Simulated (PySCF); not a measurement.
**How the method changes the constants of NaO⁻**

State: ³Π (triplet), unpaired electrons σ ↑, π ↑. Set-up: Na def2-SVPD, O def2-SVPD; no relativity (PySCF 2.14). De refers to Na + O⁻ in their high-spin ground configurations, without counterpoise correction. The functionals are run spin-unrestricted. A positive dipole points towards O; it is taken about the centre of mass and depends on that origin.

```csv
Level,Re (Å),ωe (cm⁻¹),De (eV),μ (D)
UHF-MP2,2.189,379,1.80,n/a
UHF-SCS-MP2,2.188,379,n/a,n/a
UHF-CCSD,2.182,384,n/a,n/a
UHF-CCSD(T),2.189,377,n/a,n/a
PBE,2.188,367,1.76,1.85
PW91,2.184,367,1.79,1.90
r²SCAN,2.169,383,1.86,1.91
B3LYP,2.172,380,1.69,1.56
PBE0,2.162,389,1.82,1.87
```

The bond length runs from 2.162 Å (PBE0) to 2.189 Å (UHF-CCSD(T)). De spans 1.69 eV (B3LYP, global hybrid GGA) to 1.86 eV (r²SCAN, meta-GGA).

Correlated steps freeze 2 core orbitals. Correlated levels converge slowly with the basis: in double zeta they bind strong bonds too weakly, by up to about 1 eV, and carry superposition errors of some tenths. For an ion De counts to the pair picked by the measured ionisation energies or electron affinities, which need not be the lowest pair at this level. Counting both spins, an empty level lies below a filled one in some of these solutions, because spin and occupation are held. The highest Kohn–Sham level is positive in this anion. Much of that is self-interaction error, but it also means that the finite basis helps to hold the extra electron. The state is the lowest determinant that a PBE0 search found; another state may lie lower at other levels.

The whole job (state search and all levels along the bond) took about 2.3 min on 1 thread of Arm Neoverse V1 (shared host), peak memory 0.47 GiB.
